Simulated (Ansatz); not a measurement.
CH4OSi, SMILES C[Si]O, a search for lower mean-field states

Computed with the Python package of Ansatz (0.2.0).

The cells in order, each with its output:

In [1]:
```python
import ansatz as az
import numpy as np
```

In [2]:
```python
GEOMETRY = """
C    -0.67790    0.45290   -0.29950
Si    1.04620    0.08090   -0.57840
O     1.53270   -1.20150    0.32280
H    -1.29920   -0.33590   -0.57220
H    -1.02900    1.34200   -0.94540
H    -0.92060    0.77420    0.73240
H     1.40920   -1.18060    1.29470
"""
```

In [3]:
```python
mol = az.Crystal.molecule()
for line in GEOMETRY.strip().splitlines():
    symbol, *xyz = line.split()
    mol = mol.atom(symbol, [float(v) for v in xyz])
symbols = [site.symbol for site in mol.cartesian_sites]

start = np.array([site.position_ang for site in mol.cartesian_sites])
for factor in [1.0, 1.25, 1.6]:
    xyz = (start - start.mean(axis=0)) * factor
    scaled = az.Crystal.molecule()
    for symbol, place in zip(symbols, xyz):
        scaled = scaled.atom(symbol, place.tolist())
    setup = (
        scaled.calculation()
        .basis(gaussian="def2-SVP")
        .functional("pbe0")
        .spin("collinear")
    )
    for search in ("off", "standard"):
        try:
            data = setup.scf(lower_state_search=search).run(threads=1, pin="off").report
        except az.AnsatzError as error:
            print(f"x{factor} search {search}: {type(error).__name__}")
            continue
        state = data["mean_field"]["state"]
        print(f"all distances x{factor}, search {search:8s} E = {data['free_energy_ev']:.5f} eV  <S^2> = {abs(state['spin_squared']):.3f}  other states met: {len(data['mean_field']['others'])}")
```
```text
all distances x1.0, search off      E = -11014.34273 eV  <S^2> = 0.000  other states met: 0
all distances x1.0, search standard E = -11014.34273 eV  <S^2> = 0.000  other states met: 1
all distances x1.25, search off      E = -11009.63258 eV  <S^2> = 0.000  other states met: 0
all distances x1.25, search standard E = -11009.63258 eV  <S^2> = 0.000  other states met: 1
all distances x1.6, search off      E = -10998.11050 eV  <S^2> = 0.000  other states met: 0
all distances x1.6, search standard E = -10998.18288 eV  <S^2> = 0.465  other states met: 8
```

Reading the output:
- These settings explore the input space; basis and method may be short of convergence.
- The count of other states can hold repeated and symmetry-equivalent ends of the search; scaling all distances is a test, and for more than two atoms no physical path.
- The structure is a rough, unrelaxed start.
- The expectation value of S² is noticeably off S(S+1) in at least one run, so that state is spin-contaminated.
- Finished in 16 s on 1 thread of AMD EPYC 7B13 (Zen 3) (shared host), peak memory 0.23 GiB.
